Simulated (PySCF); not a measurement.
Dissociation curve of CH, doublet.

Levels of theory: ROKS-BLYP = restricted open-shell BLYP/cc-pVTZ in PySCF 2.14.0; CASSCF(5,5)/cc-pVTZ (PySCF); ROKS-PBE = restricted open-shell PBE/cc-pVTZ in PySCF.

Energies are in kcal/mol, each relative to the lowest point of its own curve near equilibrium.

```tsv
R / Å	ROKS-BLYP	CASSCF(5,5)	ROKS-PBE
0.89	29.3	29.8	30.4
0.95	14.5	14.7	15.2
1.01	5.8	5.8	6.2
1.05	2.4	2.4	2.7
1.09	0.6	0.6	?
1.13	0.0	0.0	0.0
1.15	0.1	0.1	0.0
1.20	1.1	1.2	1.0
1.24	2.7	2.8	2.5
1.29	5.3	5.4	5.1
1.38	11.3	11.4	11.1
1.53	23.0	22.8	23.0
```

**Question.** Fill in the missing entries.

**Answer.** 
- 1.09, ROKS-PBE: 0.7

The scan ran from 0.89 to 4.54 Å; beyond the distances shown one of the unrestricted levels run for this scan, shown here or not, changes its spin distribution in one step.
